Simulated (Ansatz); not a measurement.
## A rate constant, worked out

An elementary step of CH2OS, closed shell (CH₂OS ([OH][CH][S]) → CH₂OS ([O][CH][SH]); H–O broken or loosened, H–S formed or tightened). The start structure is the reactant molecule, and the electronic barrier above it is 1.343 eV by CCSD(T) at an estimated basis limit (MP2 extrapolated from triple and quadruple zeta, plus CCSD(T) − MP2 in triple zeta). Ansatz 0.2.0; basis: def2-TZVPP and def2-QZVPP; cores frozen in the correlated methods. Extrapolation: Hartree–Fock as exp(−7.88 √X), correlation as X^−2.97. Harmonic wavenumbers at PBE0-D4/def2-TZVP (Ansatz 0.2.0), in cm⁻¹:

Start: 468, 703, 972, 978, 1230, 1324, 1463, 3148, 3720.

Saddle: 1711i, 659, 904, 947, 1029, 1277, 1568, 1816, 3141.

Question: Work out the transition-state-theory rate constant at 600 K from these numbers alone (harmonic vibrations; rotation, path degeneracy and anharmonicity left out), and the Wigner tunnelling factor. Use 1 cm⁻¹ = 1.2398 × 10⁻⁴ eV and k_B = 8.617 × 10⁻⁵ eV/K.

Answer: Zero-point energies, half the sums: start 14006/2 cm⁻¹ = 0.8683 eV; saddle, real modes only, 11341/2 cm⁻¹ = 0.7031 eV.
Barrier with zero-point energy: 1.343 + 0.7031 − 0.8683 = 1.1778 eV.
k_BT = 0.05170 eV, so the barrier is 22.78 k_BT.
Vibrational partition functions from the zero-point level, ln q = −Σ ln(1 − exp(−hν/k_BT)): start 0.929, saddle 0.635.
k = (k_BT/h) exp(ln q‡ − ln q) exp(−E0/k_BT), with log₁₀(k_BT/h in s⁻¹) = 13.10: log₁₀ k = 13.10 + (-0.294 − 22.78)/2.3026 = 3.08, so k ≈ 1 × 10^(3) s⁻¹.
Wigner factor: 1 + (hν‡/k_BT)²/24 = 1 + (4.10)²/24 = 1.70, too large for this simple formula to be trusted. A change of 1 kcal/mol (0.043 eV) in the barrier would change k by a factor of 2.3 at this temperature.

No T1 diagnostic of these runs exceeds 0.023.

Labels in which every atom is bracketed show which atoms are joined, not bond orders.

For scale, one of the runs: CCSD(T)/def2-TZVPP, 132 basis functions, launched by `ansatz run in.yaml --threads 2 --pin off --events-out ev --progress --plain --max-ram 4352MiB`. Time: 12 s of wall clock on 2 CPU threads of an Intel Xeon Platinum 8488C; the host was shared. Peak host memory: 0.67 GiB.
